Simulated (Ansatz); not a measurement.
# OF (Oxygen monofluoride): UCCSD(T)/aug-cc-pVTZ

Aim: the vertical electron affinity of OF (Oxygen monofluoride) at UCCSD(T)/aug-cc-pVTZ, from 2 runs. 

The results are computed with Ansatz 0.2.0.

38 further runs of the same task are left out: 38 set aside as unsound or not needed.

## Step 1: Starting point

The species is OF (2 atoms), meant as a doublet with charge 0. SMILES: `[O]F`. Geometry: relaxed at PBE0-D4/def2-TZVP.

Bond lengths: O1–F2 1.330 Å.

## Step 2: The energy at UCCSD(T)/aug-cc-pVTZ

File molecule.yaml:

```yaml
crystal:
  periodic: [false, false, false]
  atoms:
    - {symbol: O, position_ang: [0.000000, 0.000000, -0.015950]}
    - {symbol: F, position_ang: [-0.000000, -0.000000, 1.314400]}
basis:
  gaussian: {orbitals: aug-cc-pVTZ}
magnetization: {spin_polarized: true, initial_magnetization: 1}
correlation: {method: ccsd_t, frozen_orbitals: {F: 1, O: 1}}
accuracy: high
scf: {omitted_lower_state_checks: [cluster_reference, increment]}
```

The run is started by

```
$ ansatz run molecule.yaml --threads 1 --pin off --max-ram 3480MiB --events-out events.jsonl --progress --plain --runs-dir runs
```

What it wrote (excerpt; [...] marks lines left out):

```text
Warning: RAYON_NUM_THREADS=1 ignored (pool sized by the plan → 1); use --threads N
Functional definition: HF
  name "HF"
[...]
1299 factors; integrals over basis functions are off by at most 3.4e-9 eV
[...]
mean field -4740.12059153 eV, -174.1962187696 hartree, gradient 4.5e-8 eV, S^2 0.764058; 2 other end points of the search recorded, 0 dependent functions left out
2 core orbitals not correlated: weight in the atoms' cores, before any rotation towards them, 1.000 or more for the frozen orbitals, at most 0.000 for the correlated occupied ones
reference -4740.12059153 eV, -174.1962187696 hartree; 7, 6 occupied and 83, 84 virtual orbitals, 1299 factors
second order -12.44128976 eV of doubles, -0.00000000 eV of singles
cycle   1  -12.33454519 eV  change    1.1e-1 eV  update   8.8e-2
[...]
cycle  23  -12.81030548 eV  change  -2.2e-10 eV  update  7.3e-10
perturbative correction -0.47350638 eV, -0.0174010384 hartree
Total energy: -4753.40440339 eV, -174.6843898514 hartree
Checks for a lower state left out: cluster_reference, increment
```

It took 16 s on 1 thread of Arm Neoverse V1, shared host; peak memory 0.77 GiB.

## Step 3: The singlet anion, same level

File job.yaml:

```yaml
crystal:
  periodic: [false, false, false]
  atoms:
    - {symbol: O, position_ang: [0.000000, 0.000000, -0.015950]}
    - {symbol: F, position_ang: [-0.000000, -0.000000, 1.314400]}
basis:
  gaussian:
    orbitals: aug-cc-pVTZ
total_charge: -1
correlation:
  method: ccsd_t
  frozen_orbitals: {F: 1, O: 1}
accuracy: high
scf:
  omitted_lower_state_checks: [cluster_reference, increment]
```

The run is started by

```
$ ansatz run job.yaml --threads 1 --pin off --max-ram 3480MiB --events-out events.jsonl --progress --plain --runs-dir runs
```

What it wrote (excerpt; [...] marks lines left out):

```text
Warning: RAYON_NUM_THREADS=1 ignored (pool sized by the plan → 1); use --threads N
Functional definition: HF
  name "HF"
[...]
1299 factors; integrals over basis functions are off by at most 3.4e-9 eV
[...]
mean field -4740.50192881 eV, -174.2102326560 hartree, gradient 1.3e-8 eV, S^2 0.000000; 0 other end points of the search recorded, 0 dependent functions left out
2 core orbitals not correlated: weight in the atoms' cores, before any rotation towards them, 1.000 or more for the frozen orbitals, at most 0.000 for the correlated occupied ones
reference -4740.50192881 eV, -174.2102326560 hartree; 7, 7 occupied and 83, 83 virtual orbitals, 1299 factors
second order -14.03180844 eV of doubles, -0.00000000 eV of singles
cycle   1  -13.64358489 eV  change    3.9e-1 eV  update   9.5e-2
[...]
cycle  22  -14.06668397 eV  change   2.1e-10 eV  update  6.5e-10
perturbative correction -0.53484233 eV, -0.0196550930 hartree
Total energy: -4755.10345511 eV, -174.7468288502 hartree
Checks for a lower state left out: cluster_reference, increment
```

It took 5.7 s on 1 thread of Arm Neoverse V1, shared host; peak memory 0.45 GiB.

## Step 4: Summary of results

At UCCSD(T)/aug-cc-pVTZ, 2 core orbitals frozen:

```
                                                  quantity          value
                                  doublet OF: total energy  -174.68439 Eh
   doublet OF: correlation energy (2 core orbitals frozen)     -488.2 mEh
                                doublet OF: (T) correction     -17.40 mEh
             doublet OF: ⟨S²⟩ of the reference determinant          0.764
                                 doublet OF: T1 diagnostic          0.029
                               singlet anion: total energy  -174.74683 Eh
singlet anion: correlation energy (2 core orbitals frozen)     -536.6 mEh
                             singlet anion: (T) correction     -19.66 mEh
                              singlet anion: T1 diagnostic          0.019
         vertical electron affinity (to the singlet anion)       1.699 eV
```

In words: At fixed nuclei the extra electron is bound by 1.70 eV (39 kcal/mol). The triples (doublet OF) make up 3.6 % of the correlation energy. The triples (singlet anion) make up 3.7 % of the correlation energy.
